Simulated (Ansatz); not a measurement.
A calculation with Ansatz (development build ahead of 0.2.0).

```yaml
crystal:
  periodic: [false, false, false]
  atoms:
    - { symbol: "N", position_ang: [-0.03206, 0.01926, -0.59847] }
    - { symbol: O, position_ang: [0.01157, -0.01247, 0.54163] }
basis:
  gaussian: { orbitals: def2-TZVP }
total_charge: 1
hamiltonian:
  xc: hf
correlation:
  method: mp2
  frozen_orbitals: { "N": 1, O: 1 }
```

The input is written out in the form of the current development build from the run's settings.

Output:

```
Converged                       : yes
Reference energy                : -128.93480 hartree
Correlation energy              : -0.43307 hartree
Total energy                    : -129.36787 hartree
Spin squared of the determinant : 0.000
```
